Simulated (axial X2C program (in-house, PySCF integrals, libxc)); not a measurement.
# SB: bond curves with and without spin–orbit coupling

Aim: find the lowest determinant of SB, scan the bond at several levels and fit the constants, once spin-free and once with spin–orbit coupling.

Program: an in-house X2C program for linear molecules on PySCF integrals. Level of theory: all-electron X2C, S dyall-av3z, B dyall-v3z. These are calculated values, not measurements.

## Step 1: Set-up

task.json

```json
{
 "zs": [
  16,
  5
 ],
 "q": 0,
 "bas": [
  "dyall-av3z",
  "dyall-v3z"
 ],
 "levels": [
  "PBE0",
  "HF",
  "M06"
 ],
 "cc": true,
 "r0": 1.72,
 "thr": -2.0,
 "nmax": 90,
 "npts": 10,
 "nst": 2,
 "ntry": 6
}
```

Keys: zs atomic numbers; q charge; bas basis sets; levels methods (HF also brings MP2); cc coupled cluster on or off; r0 starting distance in Å; thr threshold in hartree for freezing inner shells (an s shell follows its p shell); nmax most natural virtual spinors; npts points asked for on the curve; nst determinants followed; ntry starts of the search.

The run is started by

```
$ python so2c.py task.json out
```

Spin-free means the one-electron spin-free X2C Hamiltonian; two-component (2c) means X2C with spin–orbit coupling and atomic mean-field two-electron Coulomb and Gaunt terms. Basis: S dyall-av3z contracted to [9s8p3d2f], B dyall-v3z contracted to [7s6p2d1f]; Gaussian nuclei, density fitting. Masses: S 31.972 u, B 11.009 u.

Notation: σ, π±, δ± give the projection m of an orbital's angular momentum (0, ±1, ±2), α and β its spin, Λ and M_S the sums; ω is the projection of a spinor's total angular momentum and Ω the sum. Logs are in hartree.

The results follow Hamiltonian by Hamiltonian and level by level.

## Step 2: State search with PBE0

PBE0 moves the distance from 1.720 Å to 1.613 Å and compares determinants there.

Spin-free determinants:

| ΔE (eV) | state | open shells |
| --- | --- | --- |
| 0.00 | M_S = 1/2, Λ = 0 | beyond closed shells: σα |
| 2.68 | M_S = 1/2, Λ = 1 | beyond closed shells: π+α, π+β, π-α |
| 4.46 | M_S = 3/2, Λ = 0 | beyond closed shells: σα, π+α, π+β, 2 × π-α |
| 4.46 | M_S = 3/2, Λ = 2 | beyond closed shells: σα, 2 × π+α, π+β, π-α |
| 4.86 | M_S = 1/2, Λ = 1 | beyond closed shells: π+α |
| 4.87 | M_S = 1/2, Λ = 2 | beyond closed shells: σα, 2 × π+α, π+β, π-β |
| 5.57 | M_S = 1/2, Λ = 2 | beyond closed shells: σα, π+α, 2 × π+β, π-α |

Two-component determinants:

| ΔE (eV) | state | open shells |
| --- | --- | --- |
| 0.00 | Ω = 1/2 | excess of +ω over −ω: ω = 1/2 |
| 2.66 | Ω = 3/2 | excess of +ω over −ω: ω = 3/2 |
| 4.44 | Ω = 7/2 | excess of +ω over −ω: ω = 1/2, 2 × ω = 3/2 |
| 4.49 | Ω = 3/2 | excess of +ω over −ω: ω = 3/2 |
| 4.90 | Ω = 5/2 | excess of +ω over −ω: 2 × ω = 1/2, ω = 3/2 |
| 5.32 | Ω = 1/2 | excess of +ω over −ω: 2 × ω = -1/2, ω = 3/2 |
| 5.33 | Ω = 5/2 | excess of +ω over −ω: ω = -1/2, 2 × ω = 3/2 |

## Step 3: PBE0, spin-free

State followed: M_S = 1/2, Λ = 0 (beyond closed shells: σα). The scan is laid around 1.613 Å, a first estimate of the minimum, and this SCF restarts from the orbitals of the search.

Output at 1.613 Å:

```text
spin-free X2C-1e  PBE0
basis functions 104  fitting functions 582  grid points 4351
iter        total energy     max residual
   1       -423.922452097     6.52e-06
   2       -423.922452096     8.85e-06
converged
one-electron -636.29228124  Coulomb 215.74508719  exact exchange -7.24231031  xc functional -22.37856266  nuclear repulsion 26.24561492
```

Along the bond, energies from the lowest point:

```tsv
R (Å)	E (eV)	μ (D)	HOMO (eV)	LUMO (eV)	iterations
1.403	1.3271	0.26	-8.38	-3.11	11
1.468	0.5577	0.46	-8.54	-3.31	11
1.516	0.2219	0.61	-8.64	-3.46	11
1.565	0.0471	0.76	-8.73	-3.60	11
1.613	0.0000	0.90	-8.67	-3.75	2
1.669	0.0701	1.06	-8.52	-3.93	12
1.726	0.2412	1.22	-8.38	-4.10	12
1.798	0.5655	1.41	-8.22	-4.33	13
1.887	1.0591	1.62	-8.03	-4.59	11
2.016	1.8518	1.89	-7.79	-4.92	14
```

Dipoles are positive if B is the positive end.

Outer orbitals at the reference distance:

```csv
symmetry,occupied,ε (eV),atomic character
σα,yes,-20.84,"57% S s, 17% B p, 16% B s"
σβ,yes,-20.65,"59% S s, 18% B p, 15% B s"
σα,yes,-12.26,"54% S p, 26% B s, 12% S s"
σβ,yes,-11.55,"63% S p, 17% B s, 12% S s"
σα,yes,-8.81,"50% B p, 19% S p, 19% B s"
π-α,yes,-8.73,"64% S p, 30% B p, 4% B d"
π+α,yes,-8.73,"64% S p, 30% B p, 4% B d"
π+β,yes,-8.67,"70% S p, 23% B p, 6% B d"
π-β,yes,-8.67,"70% S p, 23% B p, 6% B d"
σβ,no,-3.75,"42% B p, 30% B s, 11% S p"
π+α,no,-1.69,"46% B p, 21% S p, 20% S d"
π-α,no,-1.69,"46% B p, 21% S p, 20% S d"
π+β,no,-0.81,"50% B p, 26% S d, 16% S p"
```

PBE0 fields in the half plane through the axis: z from -2.4 to 3.9 Å across, distance from the axis 0.15 to 2.25 Å upwards; S lies at z = 0 and B at z = 1.613 Å; the ELF is damped to zero where the density is low.

log10 density (e/bohr³). Ten even steps from ' ' (-4.87 ) to '@' (1.22 ):
```
    ......::::::::::::::::::::::::......    
  ....::::--------------------::::::::....  
  ..::::----==============----------::::....
....::----====++++++++============----::::..
..::----==++++++++++++++++++++======----::..
..::--====++**************++++++++====--::::
::::--==++******##**************++++==----::
::::--==++****%%@@%%******%%##**++++==----::
```

ELF. Ten even steps from '0' (0.00 ) to '9' (0.99 ):
```
0000000111110000000000
0000012333321111110000
0001245555443334443100
0002467777665557787410
0014678888777678999840
0025789877887679999971
0036898101786018999983
0136894576481985999994
```

Re = 1.610 Å, ωe = 1200 cm⁻¹, ωexe = 5.88 cm⁻¹, Be = 0.7946 cm⁻¹, De = 5.92 eV, μ = 0.89 D.

## Step 4: HF, spin-free

Output at 1.613 Å:

```text
spin-free X2C-1e  HF
basis functions 104  fitting functions 582  grid points 4351
iter        total energy     max residual
   1       -423.270820353     7.07e-02
   2       -423.282786740     4.86e-03
   3       -423.283600794     4.14e-03
   4       -423.283858520     1.98e-03
   5       -423.284030109     1.41e-03
   6       -423.284193103     1.08e-03
   7       -423.284365898     7.82e-04
   8       -423.284493050     2.27e-04
   9       -423.284499215     6.37e-05
  10       -423.284499402     2.67e-05
  11       -423.284499421     1.12e-05
  12       -423.284499425     3.04e-06
  13       -423.284499425     4.74e-07
converged
one-electron -636.07231297  Coulomb 215.55476918  exact exchange -29.01257056  xc functional 0.00000000  nuclear repulsion 26.24561492
```

Re = 1.600 Å, ωe = 1251 cm⁻¹, ωexe = 5.21 cm⁻¹, Be = 0.804 cm⁻¹, De = 4.01 eV, μ = 1.34 D. ⟨S²⟩ = 0.85 against 0.75 for a pure state, so this determinant mixes spins.

## Step 5: M06, spin-free

Output at 1.613 Å:

```text
spin-free X2C-1e  M06
basis functions 104  fitting functions 582  grid points 4351
iter        total energy     max residual
   1       -424.062573720     3.10e-02
   2       -424.045453039     4.49e-02
   3       -424.063562963     1.33e-02
   4       -424.059875171     1.80e-02
   5       -424.065993886     8.06e-03
   6       -424.065981190     7.26e-03
   7       -424.066182288     7.18e-04
   8       -424.066186210     6.54e-04
   9       -424.066187370     5.20e-04
  10       -424.066187848     3.28e-04
  11       -424.066188187     5.32e-05
  12       -424.066188200     2.20e-05
  13       -424.066188202     8.59e-06
  14       -424.066188202     3.22e-06
converged
one-electron -636.43379569  Coulomb 215.89257254  exact exchange -7.82120644  xc functional -21.94937353  nuclear repulsion 26.24561492
```

Re = 1.610 Å, ωe = 1192 cm⁻¹, ωexe = 5.62 cm⁻¹, Be = 0.7938 cm⁻¹, De = 5.82 eV, μ = 0.82 D.

## Step 6: MP2 and beyond, spin-free

Correlated methods: 9 electrons correlated (frozen shells, counted by type: S 2 s, 1 p; B 1 s), 175 virtual spinors in MP2, 90 natural virtuals in coupled cluster.

Output of the correlated part at 1.613 Å:

```text
correlated 9  virtual 175  natural virtual 90  E(MP2) -0.234728825  MP2 remainder -0.004510998
iter   CCSD correlation   residual
   1     -0.239131339   1.17e-01
   2     -0.246611996   5.39e-02
   3     -0.249512231   2.88e-02
   4     -0.250094977   1.46e-02
   5     -0.250447746   6.55e-03
   6     -0.250504843   2.47e-03
   7     -0.250523149   6.35e-04
   8     -0.250523739   1.78e-04
   9     -0.250522167   6.60e-05
  10     -0.250522541   2.91e-05
  11     -0.250522372   1.24e-05
  12     -0.250522525   4.49e-06
  13     -0.250522481   1.77e-06
  14     -0.250522483   8.23e-07
(T) -0.015675837  T1 0.0442  D1 0.0785  max T2 0.073
```

T1 in the output is the amplitude norm over the root of the electron number; divide by √2 for the Lee–Taylor value.

MP2: Re = 1.612 Å, ωe = 1211 cm⁻¹, Be = 0.7926 cm⁻¹, De = 5.88 eV.

CCSD: Re = 1.613 Å, ωe = 1203 cm⁻¹, ωexe = 6.39 cm⁻¹, Be = 0.7914 cm⁻¹, De = 5.27 eV. T1 at Re = 0.031 (Lee–Taylor, the printed value over √2).

CCSD(T): Re = 1.621 Å, ωe = 1177 cm⁻¹, ωexe = 6.68 cm⁻¹, Be = 0.7839 cm⁻¹, De = 5.53 eV. T1 at Re = 0.032 (Lee–Taylor, the printed value over √2).

## Step 7: The spin-free curves together

Energy (eV) of the followed determinant, spin-free, from each level's lowest point:

```tsv
R (Å)	PBE0	HF	MP2	CCSD	CCSD(T)	M06
1.403	1.327	1.276	1.382	n/a	n/a	1.317
1.468	0.558	0.512	0.586	0.590	0.635	0.555
1.516	0.222	0.187	0.237	0.240	0.271	0.222
1.565	0.047	0.028	0.053	0.055	0.071	0.048
1.613	0.000	0.000	0.000	0.000	0.000	0.000
1.669	0.070	0.098	0.067	0.064	0.045	0.068
1.726	0.241	0.301	0.236	0.230	0.192	0.236
1.798	0.566	0.672	0.552	0.548	0.484	0.557
1.887	1.059	1.224	1.020	n/a	n/a	1.047
2.016	1.852	2.039	1.911	n/a	n/a	1.838
```

## Step 8: PBE0, 2c

State followed: Ω = 1/2 (excess of +ω over −ω: ω = 1/2). The scan is laid around 1.613 Å, a first estimate of the minimum, and this SCF restarts from the orbitals of the search.

The SCF at the reference distance of 1.613 Å:

```text
two-component X2C + atomic mean field  PBE0
basis functions 104  fitting functions 582  grid points 4351
iter        total energy     max residual
   1       -423.861489761     1.51e-05
   2       -423.861489769     1.12e-05
   3       -423.861489771     3.11e-06
   4       -423.861489771     4.30e-07
converged
one-electron -636.13133025  Coulomb 215.70037081  exact exchange -7.24086453  xc functional -22.37405737  nuclear repulsion 26.24561492  atomic mean-field constant -0.06122335
```

Along the bond, energies from the lowest point:

```tsv
R (Å)	E (eV)	μ (D)	HOMO (eV)	LUMO (eV)	iterations
1.403	1.3291	0.26	-8.38	-3.11	11
1.468	0.5590	0.46	-8.54	-3.31	11
1.516	0.2227	0.61	-8.64	-3.45	11
1.565	0.0475	0.75	-8.73	-3.60	11
1.613	0.0000	0.90	-8.65	-3.75	4
1.669	0.0697	1.06	-8.50	-3.93	12
1.726	0.2405	1.21	-8.36	-4.10	12
1.798	0.5643	1.40	-8.19	-4.32	13
1.887	1.0575	1.62	-8.01	-4.58	12
2.016	1.8495	1.89	-7.77	-4.92	14
```

Dipoles are positive if B is the positive end.

Outer spinors at the reference distance:

```tsv
ω	occupied	ε (eV)	atomic character	λ mixture
1/2	yes	-20.84	57% S s, 17% B p, 16% B s	100% σ
-1/2	yes	-20.65	59% S s, 18% B p, 15% B s	100% σ
1/2	yes	-12.26	54% S p, 26% B s, 12% S s	100% σ
-1/2	yes	-11.55	63% S p, 17% B s, 12% S s	100% σ
1/2	yes	-8.82	50% B p, 20% S p, 19% B s	98% σ, 2% π
-1/2	yes	-8.75	64% S p, 30% B p, 4% B d	100% π
3/2	yes	-8.71	64% S p, 30% B p, 4% B d	100% π
1/2	yes	-8.69	69% S p, 23% B p, 6% B d	98% π, 2% σ
-3/2	yes	-8.65	70% S p, 23% B p, 6% B d	100% π
-1/2	no	-3.75	42% B p, 30% B s, 11% S p	100% σ
-1/2	no	-1.70	46% B p, 21% S p, 20% S d	100% π
3/2	no	-1.68	46% B p, 21% S p, 20% S d	100% π
1/2	no	-0.81	51% B p, 26% S d, 15% S p	100% π
```

PBE0 fields in the half plane through the axis: z from -2.4 to 3.9 Å across, distance from the axis 0.15 to 2.25 Å upwards; S lies at z = 0 and B at z = 1.613 Å; the ELF is damped to zero where the density is low.

log10 density (e/bohr³). Ten even steps from '0' (-4.87 ) to '9' (1.22 ):
```
0011122222222222211100
0112233333333332222110
0122334444444333332211
1123344555544444433221
1233455555555554443321
1234456666666555544322
2234566676666666554332
2234566898666876554332
```

ELF. Ten even steps from ' ' (0.00 ) to '@' (0.99 ):
```
              ..........                    
          ..::--------::............        
      ..::==++++++++====------======--..    
      ::==**########****++++++####%%##==..  
    ..==**##%%%%%%%%######**##%%@@@@@@%%==  
    ::++##%%@@%%####%%%%##**##@@@@@@@@@@##..
    --**%%@@%%..  ..##%%**  ..%%@@@@@@@@%%--
  ..--**%%@@==++##**==%%..@@%%++@@@@@@@@@@==
```

Re = 1.610 Å, ωe = 1200 cm⁻¹, ωexe = 5.88 cm⁻¹, Be = 0.7944 cm⁻¹, De = 5.92 eV, μ = 0.89 D.

## Step 9: HF, 2c

The SCF at the reference distance of 1.613 Å:

```text
two-component X2C + atomic mean field  HF
basis functions 104  fitting functions 582  grid points 4351
iter        total energy     max residual
   1       -423.210025993     7.07e-02
   2       -423.221987349     4.86e-03
   3       -423.222801164     4.14e-03
   4       -423.223058744     2.01e-03
   5       -423.223230355     1.42e-03
   6       -423.223393486     1.09e-03
   7       -423.223566479     7.94e-04
   8       -423.223693619     2.27e-04
   9       -423.223699797     6.38e-05
  10       -423.223699985     2.67e-05
  11       -423.223700005     1.11e-05
  12       -423.223700009     2.99e-06
  13       -423.223700009     9.88e-07
converged
one-electron -635.91101177  Coulomb 215.50968757  exact exchange -29.00676739  xc functional 0.00000000  nuclear repulsion 26.24561492  atomic mean-field constant -0.06122335
```

Re = 1.600 Å, ωe = 1251 cm⁻¹, ωexe = 5.21 cm⁻¹, Be = 0.8039 cm⁻¹, De = 4.00 eV, μ = 1.34 D.

## Step 10: M06, 2c

The SCF at the reference distance of 1.613 Å:

```text
two-component X2C + atomic mean field  M06
basis functions 104  fitting functions 582  grid points 4351
iter        total energy     max residual
   1       -424.001620040     3.10e-02
   2       -423.984693991     4.46e-02
   3       -424.002622855     1.32e-02
   4       -423.998959965     1.79e-02
   5       -424.005034911     8.01e-03
   6       -424.005024185     7.18e-03
   7       -424.005221565     6.76e-04
   8       -424.005225351     6.26e-04
   9       -424.005226440     5.08e-04
  10       -424.005226918     3.09e-04
  11       -424.005227224     4.91e-05
  12       -424.005227235     2.09e-05
  13       -424.005227237     7.89e-06
converged
one-electron -636.27286128  Coulomb 215.84787882  exact exchange -7.81964719  xc functional -21.94498917  nuclear repulsion 26.24561492  atomic mean-field constant -0.06122335
```

No constants are quoted: the solution changes its character somewhere along the scan, so the fit is set aside.

## Step 11: Correlated methods, 2c

Correlated methods: 9 electrons correlated (frozen shells, counted by type: S 2 s, 1 p; B 1 s), 175 virtual spinors in MP2, 90 natural virtuals in coupled cluster.

Output of the correlated part at 1.613 Å:

```text
correlated 9  virtual 175  natural virtual 90  E(MP2) -0.234717920  MP2 remainder -0.004509385
iter   CCSD correlation   residual
   1     -0.239128741   1.17e-01
   2     -0.246610139   5.38e-02
   3     -0.249509068   2.88e-02
   4     -0.250092279   1.46e-02
   5     -0.250445008   6.55e-03
   6     -0.250502107   2.47e-03
   7     -0.250520395   6.35e-04
   8     -0.250520977   1.78e-04
   9     -0.250519404   6.61e-05
  10     -0.250519776   2.92e-05
  11     -0.250519609   1.24e-05
  12     -0.250519762   4.51e-06
  13     -0.250519718   1.79e-06
  14     -0.250519720   8.42e-07
(T) -0.015675481  T1 0.0442  D1 0.0787  max T2 0.073
```

MP2: Re = 1.612 Å, ωe = 1211 cm⁻¹, Be = 0.7925 cm⁻¹, De = 5.85 eV.

CCSD: Re = 1.613 Å, ωe = 1203 cm⁻¹, ωexe = 6.4 cm⁻¹, Be = 0.7912 cm⁻¹, De = 5.26 eV. T1 at Re = 0.031 (Lee–Taylor, the printed value over √2).

CCSD(T): Re = 1.621 Å, ωe = 1176 cm⁻¹, ωexe = 6.69 cm⁻¹, Be = 0.7837 cm⁻¹, De = 5.51 eV. T1 at Re = 0.032 (Lee–Taylor, the printed value over √2).

## Step 12: The 2c curves together

Energy (eV) of the followed determinant, 2c, from each level's lowest point:

```tsv
R (Å)	PBE0	HF	MP2	CCSD	CCSD(T)	M06 (jumps)
1.403	1.329	1.279	1.384	n/a	n/a	1.319
1.468	0.559	0.514	0.588	0.592	0.636	0.557
1.516	0.223	0.188	0.238	0.241	0.272	0.223
1.565	0.047	0.028	0.053	0.055	0.071	0.048
1.613	0.000	0.000	0.000	0.000	0.000	0.000
1.669	0.070	0.097	0.066	0.063	0.044	0.067
1.726	0.240	0.300	0.235	0.229	0.191	0.235
1.798	0.564	0.670	0.551	0.547	0.483	0.555
1.887	1.057	1.221	1.021	n/a	n/a	2.028
2.016	1.850	n/a	n/a	n/a	n/a	2.229
```

The whole job took 62 s on 1 thread of Arm Neoverse V2, shared host.

## Step 13: Results

Lowest determinant that the search found at its distance, spin-free: M_S = 1/2, Λ = 0 (beyond closed shells: σα).

Lowest determinant that the search found at its distance, 2c: Ω = 1/2 (excess of +ω over −ω: ω = 1/2).

| Hamiltonian | level | Re (Å) | ωe (cm⁻¹) | De (eV) | μ (D) |
| --- | --- | --- | --- | --- | --- |
| spin-free | PBE0 | 1.610 | 1200 | 5.92 | 0.89 |
| spin-free | HF | 1.600 | 1251 | 4.01 | 1.34 |
| spin-free | MP2 | 1.612 | 1211 | 5.88 | n/a |
| spin-free | CCSD | 1.613 | 1203 | 5.27 | n/a |
| spin-free | CCSD(T) | 1.621 | 1177 | 5.53 | n/a |
| spin-free | M06 | 1.610 | 1192 | 5.82 | 0.82 |
| 2c | PBE0 | 1.610 | 1200 | 5.92 | 0.89 |
| 2c | HF | 1.600 | 1251 | 4.00 | 1.34 |
| 2c | MP2 | 1.612 | 1211 | 5.85 | n/a |
| 2c | CCSD | 1.613 | 1203 | 5.26 | n/a |
| 2c | CCSD(T) | 1.621 | 1176 | 5.51 | n/a |

Dipoles are positive if B is the positive end. No constants: 2c M06 (the solution changes its character somewhere along the scan, so the fit is set aside). Spin-free ⟨S²⟩ is off its pure value at HF 0.85.

Time per point (s) on 1 thread of Arm Neoverse V2, shared host (2c runs; CCSD comes with the CCSD(T) run); the times are rough: PBE0 0.2, HF 0.21, MP2 0.29, CCSD(T) 2.7.

In words: At CCSD(T), going from spin-free to two-component changes Re by 0 mÅ, ωe by 0.0 %, which is small (part of it comes from the scalar share of the two-electron terms). De moves by -0.02 eV; both De rest on single-determinant atoms, which can miss part of an open shell's spin–orbit lowering.

De refers to S + B, each in the lowest determinant found, which need not be this curve's own limit. Each curve is one determinant whose occupation by symmetry is held fixed; it was picked as the lowest of a PBE0 search that is not exhaustive. De is counted from the lowest determinant-based energies of the atoms at the same level, without counterpoise correction. Density functionals use the spin component along the axis (collinear). CCSD and (T) use frozen natural virtuals with an MP2 correction for the truncation. The meta-GGAs lack a current-density term, which matters for open shells with orbital currents, atoms included. Some points did not converge and are left out. The spin-free determinant is spin-contaminated at some levels, which hurts MP2 most. T1 at Re is 0.032 (Lee–Taylor), above the customary mark of 0.02.
